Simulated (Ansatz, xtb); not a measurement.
CLiN: which of two structures lies lower

Structure X: a singlet given by its coordinates. Structure Y: a singlet given by its coordinates. Both are isolated molecules in the gas phase, relaxed with PBE0-D3(BJ)/def2-SVP.

X (Å):

```json
{"atom": "C", "x (Å)": "0.0000", "y (Å)": "0.0000", "z (Å)": "-1.3707"}
{"atom": "Li", "x (Å)": "0.0000", "y (Å)": "0.0000", "z (Å)": "1.5620"}
{"atom": "N", "x (Å)": "0.0000", "y (Å)": "0.0000", "z (Å)": "-0.1912"}
```

Close contacts (Å): C1–N3 1.18, Li2–N3 1.75.

Y (Å):

```yaml
atoms:
  - { symbol: C, position_ang: [-0.4202, -0.8034, -0.9291] }
  - { symbol: Li, position_ang: [-0.3899, -0.1256, 1.0784] }
  - { symbol: N, position_ang: [0.2063, 0.1493, -0.6302] }
```

Close contacts (Å): C1–Li2 2.12, C1–N3 1.18, Li2–N3 1.83.

**Question.** Estimate which is lower in electronic energy at CCSD(T)/def2-QZVPP, and by roughly how much.

**Answer.** Too close to call at this level: CCSD(T)/def2-QZVPP gives E(Y) − E(X) = +0.18 kcal/mol.

How the difference moves with the method:

```tsv
level	geometry	E(Y) − E(X) (kcal/mol)	departure from the last row (kcal/mol)	job, with rough time for the two
GFN2-xTB	GFN2-xTB	−0.12	−0.30	optimisation, 0.064 s
HF/STO-3G	GFN2-xTB	−0.92	−1.10	single point, 0.12 s
r2SCAN-D4/def2-SVP	GFN2-xTB	+1.60	+1.42	single point, 1.6 s
PBE0-D3(BJ)/def2-SVP	PBE0-D3(BJ)/def2-SVP	+1.76	+1.58	optimisation, 6.7 s
HF/def2-QZVPP	PBE0-D3(BJ)/def2-SVP	+2.79	+2.61	part of the CCSD(T) run
MP2/def2-QZVPP	PBE0-D3(BJ)/def2-SVP	−0.46	−0.64	part of the CCSD(T) run
CCSD(T)/def2-QZVPP	PBE0-D3(BJ)/def2-SVP	+0.18		single point, 17 s
```

The largest departure from CCSD(T)/def2-QZVPP is that of HF/def2-QZVPP, 2.61 kcal/mol.

With harmonic frequencies from PBE0-D3(BJ)/def2-SVP (ideal gas, rigid rotor, one conformer each, 200 K, 1 atm): the zero-point term adds −0.27 kcal/mol; ΔH is −0.16 and ΔG −0.72 kcal/mol.

The correlated steps freeze 2 core orbitals; the last core shell of Li is correlated, in a basis made for valence electrons. Run with Ansatz 0.2.0, xtb 6.7.1; the last row on 1 thread of Arm Neoverse V1 on a shared host.
